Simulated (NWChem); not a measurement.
# B3LYP/aug-cc-pVDZ run of SiH2F2 (SMILES F[SiH2]F)

Aim: the vertical electron affinity of SiH2F2 at B3LYP/aug-cc-pVDZ, from 2 runs. 

The results are computed with NWChem 7.3.0.

3 further runs of the same task are left out: 3 set aside as unsound or not needed.

### Step 1. The molecule

SiH2F2 has 5 atoms, charge 0, and is taken as a singlet. SMILES: `F[SiH2]F`. The shape is that of a PBE0-D4/def2-TZVP optimisation.

Bond lengths: F1–Si2 1.586 Å, Si2–F3 1.586 Å, Si2–H4 1.474 Å, Si2–H5 1.474 Å. Angles: F1–Si2–F3 108.0°, F1–Si2–H4 108.5°, F1–Si2–H5 108.5°, F3–Si2–H4 108.5°, F3–Si2–H5 108.5°, H4–Si2–H5 114.6°.

### Step 2. Energy and gradient at B3LYP/aug-cc-pVDZ

a.nw reads:

```
start a
title "F2H2Si"
memory total 2200 mb
charge 0

geometry units angstroms noautosym nocenter noautoz
F     -1.079010     0.538200     0.980720
Si    -0.005220    -0.000540    -0.054090
F      1.247630    -0.520590     0.766910
H     -0.590470    -1.138740    -0.786300
H      0.427070     1.121680    -0.907250
end

basis spherical bse
* library aug-cc-pVDZ
end

dft
xc b3lyp
grid fine
convergence energy 1e-08
maxiter 100
mulliken
end

task dft gradient
```

The run is started by

```console
$ nwchem a.nw > a.out
```

What it wrote:

```text
[...]
          Wavefunction type:  closed shell.
          No. of atoms     :     5
          No. of electrons :    34
[...]
          Charge           :     0
          Spin multiplicity:     1
[...]
          AO basis - number of functions:    91
[...]
              XC Information
              --------------
                         B3LYP Method XC Potential
                     Hartree-Fock (Exact) Exchange  0.200
                        Slater Exchange Functional  0.800 local
                    Becke 1988 Exchange Functional  0.720 non-local
              Lee-Yang-Parr Correlation Functional  0.810
                  VWN I RPA Correlation Functional  0.190 local
[...]
 d= 0,ls=0.0,diis     1   -490.4584086955 -6.09D+02  1.70D-02  6.78D-01     2.2
[...]
 d= 0,ls=0.0,diis     7   -490.5307834527 -9.12D-09  7.16D-07  1.51D-09    11.5
         Total DFT energy =     -490.530783452716
      One electron energy =     -916.997683326357
           Coulomb energy =      350.425705329635
    Exchange-Corr. energy =      -42.700744750218
 Nuclear repulsion energy =      118.741939294224
[...]
      Total Density - Mulliken Population Analysis
     ---------------------------------------------
    Atom       Charge   Shell Charges
 -----------   ------   -------------------------------------------------------
    1 F    9     9.59   2.01  0.88  1.03  0.16  3.35  2.01  0.13  0.00  0.01
    2 Si  14    13.37   2.00  2.04  0.72  0.30  0.01  6.01  1.22  0.61  0.01  0.40  0.04
    3 F    9     9.59   2.01  0.88  1.03  0.16  3.35  2.01  0.13  0.00  0.01
    4 H    1     0.72   0.75 -0.04 -0.01  0.01  0.01
    5 H    1     0.72   0.75 -0.04 -0.01  0.01  0.01
[...]
  wavefunction    = closed shell
                         DFT ENERGY GRADIENTS
    atom               coordinates                        gradient
                 x          y          z           x          y          z
   1 F      -2.039033   1.017051   1.853292    0.024247  -0.012208  -0.024162
   2 Si     -0.009864  -0.001020  -0.102215    0.003918   0.000413   0.040647
   3 F       2.357679  -0.983772   1.449250   -0.028438   0.011768  -0.019316
   4 H      -1.115827  -2.151907  -1.485892    0.001263   0.002516   0.001281
   5 H       0.807045   2.119668  -1.714454   -0.000990  -0.002489   0.001550
[...]
```

Run time: 19 s. Hardware: 1 thread of Intel Xeon 6975P-C (Granite Rapids), shared host; peak memory 0.12 GiB.

### Step 3. The doublet anion: a single-point energy at UB3LYP/aug-cc-pVDZ

f2h2si.xyz reads:

```xyz
5
F2H2Si
F     -1.079010     0.538200     0.980720
Si    -0.005220    -0.000540    -0.054090
F      1.247630    -0.520590     0.766910
H     -0.590470    -1.138740    -0.786300
H      0.427070     1.121680    -0.907250
```

f2h2si.nw reads:

```
start f2h2si
title "F2H2Si"
memory total 2200 mb
charge -1

geometry units angstroms noautosym nocenter noautoz
 load f2h2si.xyz
end

basis "ao basis" spherical bse
 * library aug-cc-pVDZ
end

dft
 xc b3lyp
 mult 2
 grid fine
 convergence energy 1e-08
 maxiter 100
 mulliken
end

task dft energy
```

The run is started by

```console
$ nwchem f2h2si.nw > f2h2si.out
```

What it wrote:

```text
[...]
          Wavefunction type:  spin polarized.
          No. of atoms     :     5
          No. of electrons :    35
[...]
          Charge           :    -1
          Spin multiplicity:     2
[...]
          AO basis - number of functions:    91
[...]
              XC Information
              --------------
                         B3LYP Method XC Potential
                     Hartree-Fock (Exact) Exchange  0.200
                        Slater Exchange Functional  0.800 local
                    Becke 1988 Exchange Functional  0.720 non-local
              Lee-Yang-Parr Correlation Functional  0.810
                  VWN I RPA Correlation Functional  0.190 local
[...]
 d= 0,ls=0.0,diis     1   -490.3486941891 -6.09D+02  7.52D-01  3.11D-01     2.6
[...]
  Singularity in Pulay matrix. Error and Fock matrices removed.
  Singularity in Pulay matrix. Error and Fock matrices removed.
  Singularity in Pulay matrix. Error and Fock matrices removed.
  Singularity in Pulay matrix. Error and Fock matrices removed.
  Singularity in Pulay matrix. Error and Fock matrices removed.
  Singularity in Pulay matrix. Error and Fock matrices removed.
 d= 0,ls=0.5,diis    40   -490.4997341549 -9.36D-09  3.14D-06  6.56D-09    79.1
[...]
         Total DFT energy =     -490.499734161074
      One electron energy =     -922.427399405805
           Coulomb energy =      355.993588872315
    Exchange-Corr. energy =      -42.807862921808
 Nuclear repulsion energy =      118.741939294224
[...]
      Total Density - Mulliken Population Analysis
     ---------------------------------------------
    Atom       Charge   Shell Charges
 -----------   ------   -------------------------------------------------------
    1 F    9     9.62   2.01  0.88  1.03  0.23  3.35  2.02  0.09  0.00  0.01
    2 Si  14    14.36   2.00  2.04  0.71  0.33  0.04  6.01  1.23  0.45  1.05  0.41  0.08
    3 F    9     9.62   2.01  0.88  1.03  0.23  3.35  2.02  0.09  0.00  0.01
    4 H    1     0.70   0.75 -0.08 -0.01  0.01  0.03
    5 H    1     0.70   0.75 -0.08 -0.01  0.01  0.03
[...]
      <S2> =      0.7502 (Exact =     0.7500)
[...]
```

It took 82 s on 1 thread of Intel Xeon 6975P-C (Granite Rapids), shared host; peak memory 0.12 GiB.

### Step 4. What came out

Level: B3LYP/aug-cc-pVDZ.

```
                                         quantity          value
                     singlet SiH2F2: total energy  -490.53078 Eh
                    singlet SiH2F2: dipole moment         1.58 D
                      singlet SiH2F2: HOMO energy       -9.71 eV
                      singlet SiH2F2: LUMO energy       -0.37 eV
                    singlet SiH2F2: HOMO–LUMO gap        9.34 eV
         singlet SiH2F2: largest force on an atom     2.100 eV/Å
                      doublet anion: total energy  -490.49973 Eh
doublet anion: HOMO energy (highest over α and β)        2.05 eV
 doublet anion: LUMO energy (lowest over α and β)        2.83 eV
                              doublet anion: ⟨S²⟩          0.750
vertical electron affinity (to the doublet anion)      -0.845 eV
```

What this shows: The anion lies 0.84 eV (19.5 kcal/mol) above the neutral: the electron isn't bound at this level, and such a value depends on the basis. The largest force (singlet SiH2F2) is 2.10 eV/Å: the shape isn't a stationary point for this species at this level. Mulliken charges (singlet SiH2F2) run from -0.59 on F1 to +0.63 on Si2; in a basis this large or diffuse they mean little. Mulliken charges (doublet anion) run from -0.62 on F1 to +0.30 on H4; in a basis this large or diffuse they mean little. The HOMO (doublet anion) lies at positive energy, 2.05 eV; only total energies tell whether the electron is bound.
